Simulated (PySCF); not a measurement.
C2H6S, SMILES CSC.

The structure is a stationary point at PBE-D3(BJ)/def2-TZVP.

Calculation: PBE-D3(BJ)/def2-TZVP (PySCF).

Frequencies are harmonic and unscaled.

Computed normal modes with their intensities:
```json
[
 {"mode": "1", "ν (cm⁻¹)": "183", "IR (km/mol)": "1.2", "moving atoms (share of kinetic energy)": "H 91 %"},
 {"mode": "2", "ν (cm⁻¹)": "186", "IR (km/mol)": "0.0", "moving atoms (share of kinetic energy)": "H 97 %"},
 {"mode": "3", "ν (cm⁻¹)": "257", "IR (km/mol)": "0.1", "moving atoms (share of kinetic energy)": "C 46 %, H 36 %, S 18 %"},
 {"mode": "4", "ν (cm⁻¹)": "683", "IR (km/mol)": "2.7", "moving atoms (share of kinetic energy)": "C 62 %, S 24 %, H 14 %"},
 {"mode": "5", "ν (cm⁻¹)": "732", "IR (km/mol)": "0.1", "moving atoms (share of kinetic energy)": "C 55 %, S 36 %, H 9 %"},
 {"mode": "6", "ν (cm⁻¹)": "878", "IR (km/mol)": "0.3", "moving atoms (share of kinetic energy)": "H 84 %, C 16 %"},
 {"mode": "7", "ν (cm⁻¹)": "917", "IR (km/mol)": "0.0", "moving atoms (share of kinetic energy)": "H 86 %, C 14 %"},
 {"mode": "8", "ν (cm⁻¹)": "955", "IR (km/mol)": "6.5", "moving atoms (share of kinetic energy)": "H 81 %, C 15 %"},
 {"mode": "9", "ν (cm⁻¹)": "1016", "IR (km/mol)": "11.6", "moving atoms (share of kinetic energy)": "H 70 %, C 24 %"},
 {"mode": "10", "ν (cm⁻¹)": "1287", "IR (km/mol)": "3.6", "moving atoms (share of kinetic energy)": "H 86 %, C 14 %"},
 {"mode": "11", "ν (cm⁻¹)": "1311", "IR (km/mol)": "0.5", "moving atoms (share of kinetic energy)": "H 86 %, C 14 %"},
 {"mode": "12", "ν (cm⁻¹)": "1408", "IR (km/mol)": "0.0", "moving atoms (share of kinetic energy)": "H 96 %"},
 {"mode": "13", "ν (cm⁻¹)": "1417", "IR (km/mol)": "15.8", "moving atoms (share of kinetic energy)": "H 96 %"},
 {"mode": "14", "ν (cm⁻¹)": "1425", "IR (km/mol)": "19.2", "moving atoms (share of kinetic energy)": "H 95 %"},
 {"mode": "15", "ν (cm⁻¹)": "1433", "IR (km/mol)": "0.3", "moving atoms (share of kinetic energy)": "H 96 %"},
 {"mode": "16", "ν (cm⁻¹)": "2960", "IR (km/mol)": "35.5", "moving atoms (share of kinetic energy)": "H 98 %"},
 {"mode": "17", "ν (cm⁻¹)": "2964", "IR (km/mol)": "29.7", "moving atoms (share of kinetic energy)": "H 98 %"},
 {"mode": "18", "ν (cm⁻¹)": "3031", "IR (km/mol)": "33.1", "moving atoms (share of kinetic energy)": "H 90 %, C 10 %"},
 {"mode": "19", "ν (cm⁻¹)": "3040", "IR (km/mol)": "0.0", "moving atoms (share of kinetic energy)": "H 90 %, C 10 %"},
 {"mode": "20", "ν (cm⁻¹)": "3067", "IR (km/mol)": "10.7", "moving atoms (share of kinetic energy)": "H 91 %, C 9 %"},
 {"mode": "21", "ν (cm⁻¹)": "3068", "IR (km/mol)": "2.4", "moving atoms (share of kinetic energy)": "H 91 %, C 9 %"}
]
```
